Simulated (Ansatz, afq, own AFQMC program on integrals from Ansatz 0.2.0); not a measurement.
AFQMC on a folder of integrals that Ansatz 0.2.0 wrote.

```yaml
crystal:
  periodic: [false, false, false]
  atoms:
    - {symbol: Al, position_ang: [-0.088601, 0.000000, 0.000000]}
    - {symbol: H, position_ang: [-0.881524, 1.373384, 0.000000]}
    - {symbol: H, position_ang: [-0.881524, -1.373384, 0.000000]}
    - {symbol: H, position_ang: [1.585399, 0.000000, 0.000000]}
    - {symbol: H, position_ang: [2.549399, 0.000000, 0.000000]}
basis:
  gaussian: {orbitals: cc-pVTZ}
magnetization: {spin_polarized: true, initial_magnetization: 1}
correlation: {method: ccsd_t, electrons: outside_noble_gas, hamiltonian_folder: ham}
```

```sh
$ ansatz run in.yaml --threads 1 --pin off --events-out ev --progress --plain --max-ram 24576MiB --backend cuda --devices 0, --max-vram 18GiB
```

afq runs on the folder ham with

```
--method phaseless --trial cisd --walkers 1900 --populations 20 --least-time 60 --time-step 0.005 --steps-per-block 50 --equilibration-blocks 28 --max-blocks 4000 --target-error 0.00016 --factor-cut 1e-05 --start spin_pure --seed 5156 --release-times 0.24,0.51,0.99,1.62,2.4 --release-step 0.03 --release-every 3 --taylor-order 6
```

Times are imaginary, in 1/Eh. The walk had a cap of 243 s. With eight or more populations the least sampling time is a fifth of least-time, and the error comes from their spread.

afq prints:

```
orbitals 85  electrons 4 3  factors 511 of 516
reference energy -244.12257845 Eh
CCSD correlation -0.13410631 Eh in 10 cycles, weight of the determinant in the CISD state 0.9181
energy of the start -244.256309 Eh
 block  time / (1/Eh)  mean weight  energy / Eh
     1     0.250  0.9994  -244.255555
     2     0.500  0.9996  -244.256062
     3     0.750  0.9997  -244.256706
     4     1.000  0.9998  -244.257362
     5     1.250  0.9997  -244.257889
    12     3.000  0.9998  -244.259363
    19     4.750  1.0002  -244.259276
    26     6.500  0.9998  -244.259184
    33     8.250  0.9998  -244.259589
    40    10.000  1.0000  -244.259730
    47    11.750  0.9999  -244.260233
    54    13.500  0.9992  -244.259246
    61    15.250  0.9998  -244.260088
    68    17.000  0.9998  -244.259194
    75    18.750  1.0002  -244.259623
    78    19.500  1.0001  -244.259553
error from the spread of 20 populations
released: time / (1/Eh)  energy / Eh  error  mean overlap
  0.24  -244.259751  0.000066  0.9969
  0.51  -244.259748  0.000068  0.9977
  0.99  -244.259861  0.000061  0.9944
  1.62  -244.259876  0.000053  0.9890
  2.40  -244.259852  0.000053  0.9904
energy -244.259710 +/- 0.000062 Eh
(rows thinned)
```

The run passed its tests (sampling time, drift between the halves within three errors, error under three times the target), which doesn't prove that it has relaxed.

Against this walk (error 1.7 meV) on the same determinant: CCSD(T) 16.7 meV higher, CCSDT(Q) 3.9 meV lower. The error is statistical and leaves out the bias of the constraint. Released to 2.40 1/Eh the energy moves by -3.9 ± 2.2 meV (both errors), within twice the noise.

Cautions: constraint bias not in the error.

The walk took 49 s on 1 × NVIDIA H100 80GB HBM3 with 2 threads of AMD EPYC 7R13 Processor (Zen 3), on a shared host (the card was shared). The log's last line is the phaseless energy.

CCSDT and higher add their correlation energy to the determinant of the CCSD(T) run, since their own runs factorise the integrals more tightly (a shift of under 2 meV). A walk keeps the symmetry of its determinant, which the program's search chose and which needn't be the lowest solution, so a lower state of the same spin and another symmetry isn't excluded.
